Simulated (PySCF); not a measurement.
**Spin-rotation constants: `C[C@@H]1C=C[C@H]1C`, C$_{6}$H$_{10}$**

Molfile (atoms numbered from 1):
```
C6H10
     RDKit          3D

 16 16  0  0  0  0  0  0  0  0999 V2000
    1.5895   -1.0769    0.5936 C   0  0  0  0  0  0  0  0  0  0  0  0
    0.7741   -0.0055   -0.1106 C   0  0  2  0  0  0  0  0  0  0  0  0
    0.6707    1.3273    0.5889 C   0  0  0  0  0  0  0  0  0  0  0  0
   -0.6479    1.2664    0.7321 C   0  0  0  0  0  0  0  0  0  0  0  0
   -0.7756   -0.0806    0.0641 C   0  0  1  0  0  0  0  0  0  0  0  0
   -1.6016   -0.1275   -1.2104 C   0  0  0  0  0  0  0  0  0  0  0  0
    2.6490   -0.8323    0.5537 H   0  0  0  0  0  0  0  0  0  0  0  0
    1.4396   -2.0435    0.1171 H   0  0  0  0  0  0  0  0  0  0  0  0
    1.2941   -1.1533    1.6379 H   0  0  0  0  0  0  0  0  0  0  0  0
    1.0791    0.0698   -1.1571 H   0  0  0  0  0  0  0  0  0  0  0  0
    1.4266    2.0390    0.8688 H   0  0  0  0  0  0  0  0  0  0  0  0
   -1.3913    1.9206    1.1517 H   0  0  0  0  0  0  0  0  0  0  0  0
   -1.0868   -0.8795    0.7415 H   0  0  0  0  0  0  0  0  0  0  0  0
   -1.2992    0.6686   -1.8877 H   0  0  0  0  0  0  0  0  0  0  0  0
   -2.6578   -0.0007   -0.9808 H   0  0  0  0  0  0  0  0  0  0  0  0
   -1.4700   -1.0830   -1.7141 H   0  0  0  0  0  0  0  0  0  0  0  0
  1  2  1  0
  2  3  1  0
  3  4  2  0
  4  5  1  0
  5  6  1  0
  5  2  1  0
  1  7  1  0
  1  8  1  0
  1  9  1  0
  2 10  1  6
  3 11  1  0
  4 12  1  0
  5 13  1  1
  6 14  1  0
  6 15  1  0
  6 16  1  0
M  END
```

Method used: GIAO PBE0/pcSseg-1 magnetisability, rotational g tensor and spin-rotation constants, non-relativistic, gas phase in PySCF. Geometry: GFN2-xTB.

Problem. Give the nuclear spin-rotation constants along the inertial axes (H = +C I·J) beside the isotropic shieldings.

Solution. Rotational constants 5.4248, 3.2946, 2.3830 GHz. A star marks the isotopologue with that one atom substituted, in its own axes.
```csv
atom,isotope,Caa (kHz),Cbb (kHz),Ccc (kHz),mean (kHz),σ (ppm)
H7,1H,-0.074,-0.344,-0.180,-0.200,30.4
H8,1H,-0.591,0.098,-0.268,-0.254,30.3
H9,1H,-0.582,-0.320,0.005,-0.299,30.9
H10,1H,-0.621,-0.286,0.058,-0.283,29.5
H11,1H,-0.187,0.050,-0.210,-0.116,25.3
H12,1H,-0.188,0.050,-0.209,-0.116,25.3
H13,1H,-0.621,-0.285,0.058,-0.283,29.5
H14,1H,-0.582,-0.320,0.005,-0.299,30.9
H15,1H,-0.075,-0.344,-0.180,-0.199,30.4
H16,1H,-0.591,0.098,-0.268,-0.254,30.3
C1,13C*,0.763,0.505,0.331,0.533,166.4
C2,13C*,1.006,0.687,0.406,0.700,138.7
C3,13C*,1.607,1.702,0.500,1.270,37.6
```
For the geometry as given, no vibrational averaging.

Problem. How do the rotational constants and the g tensor change when H7, H8, H9, H10, H11, H12, H13, H14, H15, H16 are replaced by deuterium?

Solution. Constants 4.2172, 2.5852, 1.9183 GHz; g -0.0126, -0.0130, -0.0063, against -0.0164, -0.0165, -0.0077 before.
